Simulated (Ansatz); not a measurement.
A nudged elastic band was laid between two geometries of C3H3FO (8 atoms, charge 0, multiplicity 1).

Computed with UKS PBE-D4/def2-SVP in Ansatz.

```yaml
movable_images: 8
climbing_image: no
spring: 5.0 eV/Å²
optimiser: quadratic models (default)
start_path: through a guess of the saddle point
force_threshold: 0.05 eV/Å
iteration_limit: 60
end_points: relaxed
```

Image 0:

```xyz
8
Properties=species:S:1:pos:R:3
F -1.108 1.268 1.096
C -0.244 0.816 0.159
C 0.633 -0.377 0.469
C -0.013 -0.979 -0.555
O -0.929 0.015 -0.875
H 0.245 1.685 -0.335
H 1.475 -0.583 1.135
H 0.033 -1.904 -1.150
```

Image 9:

```xyz
8
Properties=species:S:1:pos:R:3
F -1.079 0.891 0.843
C -0.223 0.350 -0.115
C 0.825 -0.487 0.575
C 1.345 -1.668 0.336
O -0.910 -0.447 -1.004
H 0.265 1.229 -0.606
H 1.343 -0.058 1.465
H -1.473 0.132 -1.551
```

What changes between the two ends?

Bonds broken: C4–O5, C4–H8. Bonds formed: O5–H8.

What energy profile does the band end with?

The run ended unconverged. The highest image is number 2 of 0 to 9, 63.9 kcal/mol above the first end and 7.6 kcal/mol above the last; the last end lies 56.3 kcal/mol above the first. The band didn't meet its force threshold, so its energies are provisional: the largest band force was still 0.15 eV/Å, and over the last iterations the top moved between 2.77 and 2.79 eV. Inner images lie below an end point, which means an intermediate or an end that isn't the lowest structure nearby.

```csv
image,path coordinate (Å),energy (kcal/mol),C4–O5 (Å),C4–H8 (Å),O5–H8 (Å)
0,0.00,0.0,1.39,1.10,2.16
1,1.18,53.9,1.48,1.15,1.62
2,2.36,63.9,1.89,2.28,0.99
3,3.54,59.1,2.64,2.17,0.97
4,4.72,52.5,3.42,3.24,0.98
5,5.90,12.6,3.51,3.36,0.98
6,7.12,14.5,3.24,3.57,0.98
7,8.37,10.3,3.29,4.21,0.97
8,9.61,35.3,3.36,4.26,0.97
9,10.85,56.3,2.89,3.84,0.98
```

Run time: 9.6 min on 2 threads of Intel(R) Xeon(R) Platinum 8375C CPU @ 2.90GHz (Ice Lake) (shared host), peak memory 0.16 GiB.
